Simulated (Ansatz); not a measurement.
# C2H3Cl2+: functionals against CCSD(T) at one geometry

An exercise on one series of results from a longer session: the logs are not shown, and one member is left open.

Method: single points in def2-TZVPP; program: Ansatz 0.2.0, Gaussian basis.

Correlated methods freeze the cores.

## Starting geometry

SMILES `C[C+](Cl)Cl`, 7 atoms, charge 1, spin multiplicity 1.

Atoms are counted from 1 here; the program's logs count them from 0.

Bond lengths: C1–C2 1.601 Å, C1–H5 1.214 Å, C1–H6 1.008 Å, C1–H7 1.165 Å, C2–Cl3 1.595 Å, C2–Cl4 1.514 Å. Angles: C2–C1–H5 105.5°, C2–C1–H6 117.4°, C2–C1–H7 100.5°, H5–C1–H6 110.1°, H5–C1–H7 102.5°, H6–C1–H7 119.0°, C1–C2–Cl3 124.9°, C1–C2–Cl4 109.1°, Cl3–C2–Cl4 126.0°.

Geometry (Å):

```
C    -0.0932    0.7230    0.0504
C     0.0614   -0.8649   -0.0815
Cl    1.2972   -1.7112    0.4675
Cl   -1.1559   -1.4232   -0.7872
H     0.0342    0.9640    1.2334
H    -0.9436    1.1365   -0.2984
H     0.9268    1.0734   -0.3905
```

Set-up of the first run:

File run/in.yaml:

```yaml
crystal:
  periodic: [false, false, false]
  atoms:
    - {symbol: C, position_ang: [-0.093200, 0.723000, 0.050400]}
    - {symbol: C, position_ang: [0.061400, -0.864900, -0.081500]}
    - {symbol: Cl, position_ang: [1.297200, -1.711200, 0.467500]}
    - {symbol: Cl, position_ang: [-1.155900, -1.423200, -0.787200]}
    - {symbol: H, position_ang: [0.034200, 0.964000, 1.233400]}
    - {symbol: H, position_ang: [-0.943600, 1.136500, -0.298400]}
    - {symbol: H, position_ang: [0.926800, 1.073400, -0.390500]}
basis:
  gaussian: {orbitals: def2-TZVPP}
total_charge: 1
correlation: {method: ccsd_t}
output: {forces: true}
```

The command line of these runs was not kept.

Among the steps run: CCSD(T)/def2-TZVPP; PBE0-D4/def2-TZVPP; wB97M-V/def2-TZVPP; r2SCAN-D4/def2-TZVPP; PBE-D4/def2-TZVPP; HSE06-D4/def2-TZVPP; CAM-B3LYP-D4/def2-TZVPP.

One of the session's tables, all rows but one given; the rest of the session is left out.

| method | RMS force component (eV/Å) | angle to CCSD(T) forces (°) |
| --- | --- | --- |
| CCSD(T) | 2.970 | reference |
| PBE0-D4 | 2.940 | 3.0 |
| wB97M-V | 2.943 | 1.8 |
| r2SCAN-D4 | 2.952 | 1.8 |
| PBE-D4 | 2.965 | 3.2 |
| HSE06-D4 | 2.941 | 2.9 |
| CAM-B3LYP-D4 | ? | ? |

Estimate the missing values for CAM-B3LYP-D4.

**Answer.** RMS force component (eV/Å): 2.932; angle to CCSD(T) forces (°): 2.6. In the column «RMS force component (eV/Å)» it is the lowest.
